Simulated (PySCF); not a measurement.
C2H5NO. Atoms are numbered in the order given.

```xyz
9

C      0.2893     1.3794     0.0000
C     -0.1540    -0.0811     0.0000
N      0.8767    -0.9898     0.0000
O     -1.3302    -0.4256     0.0000
H      0.9023     1.6109     0.8954
H      0.9023     1.6109    -0.8954
H     -0.6101     2.0189     0.0000
H      0.6419    -1.9824     0.0000
H      1.8570    -0.7148     0.0000
```
Charge 0, spin multiplicity 1.

The structure is a stationary point at PBE-D3(BJ)/def2-SVP. A frequency run showed that this geometry is not a minimum. Other conformers were not sampled.

Computed with PBE/def2-TZVPD in PySCF.

Mulliken values depend strongly on the basis, most of all with diffuse functions as here. Atomic charges (e):

```csv
atom,IAO,Mulliken
C1,-0.49,-0.62
C2,0.42,0.41
N3,-0.51,-0.22
O4,-0.48,-0.49
H5,0.16,0.22
H6,0.16,0.22
H7,0.17,0.17
H8,0.29,0.18
H9,0.28,0.15
```
